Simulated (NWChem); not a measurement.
**How basis sets differ on C2F3N (cyanotrifluoromethane)**

The species is C2F3N (6 atoms), meant as a singlet with charge 0. As SMILES, `N#CC(F)(F)F`. The coordinates come from a PBE0-D4/def2-TZVP relaxation.

Each level gives the dipole moment (D). The values are calculated.

**The experiment to reproduce.** NIST CCCBDB; in doubt, as an older value, an estimate or one at odds with other calculations gives the dipole moment of the gas as 1.33 D.

```
                               level                    kind  program  value (D)  computed − measured
                      CAM-B3LYP/MINI  range-separated hybrid   NWChem       1.43                +0.10
                    CAM-B3LYP/STO-3G  range-separated hybrid   NWChem       1.84                +0.51
CAM-B3LYP/SBKJC-VDZ (core potential)  range-separated hybrid   NWChem       0.73                -0.60
                     CAM-B3LYP/3-21G  range-separated hybrid   NWChem       1.05                -0.28
                     CAM-B3LYP/6-31G  range-separated hybrid   NWChem       0.94                -0.39
                   CAM-B3LYP/LANL2DZ  range-separated hybrid   NWChem       0.70                -0.63
                     CAM-B3LYP/MIDI!  range-separated hybrid   NWChem       1.45                +0.12
               CAM-B3LYP/DGauss-DZVP  range-separated hybrid   NWChem       1.25                -0.08
```

Nearest: CAM-B3LYP/DGauss-DZVP (-0.08 D); farthest: CAM-B3LYP/LANL2DZ (-0.63 D). The measured dipole is a vibrational average, so differences of a few hundredths of a debye mean little. Magnitudes only. Sets without polarisation functions give poor dipoles.
